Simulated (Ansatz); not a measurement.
Input for Ansatz (development build ahead of 0.2.0):

```yaml
crystal:
  periodic: [false, false, false]
  atoms:
    - { symbol: C, position_ang: [0.0, 0.0, 0.0] }
    - { symbol: "N", position_ang: [0.0, 0.0, 1.2903] }
basis:
  gaussian: { orbitals: def2-SVP }
total_charge: 1
magnetization:
  spin_polarized: true
hamiltonian:
  xc: hf
correlation:
  method: mp2
  frozen_orbitals: { C: 1, "N": 1 }
scf:
  omitted_lower_state_checks: [starts, atomic_configurations, cluster_reference, orbital_swaps, given_window_search, neighbouring_geometries, increment]
```

The input is written out in the form of the current development build from the run's settings.

The run gave:

```yaml
Converged: yes
Reference_energy: -91.65558 hartree
Correlation_energy: -0.14420 hartree
Total_energy: -91.79978 hartree
Spin_squared_of_the_determinant: 2.022
Stability_test: minimum
Occupied_orbitals_by_symmetry_in_an_Abelian_subgroup_alpha;_beta: 4 A1 1 B1 1 B2; 4 A1 1 B1 1 B2
```

Messages of the program:
```
mean field -2494.07543372 eV, -91.6555816442 hartree, gradient 2.3e-6 eV, S^2 2.021672; 3 other ends of a descent, 0 dependent functions left out
```

Caution: the unrestricted determinant is a mixture of spin states; a plain start can end on a higher determinant; another reference gives a lower total.
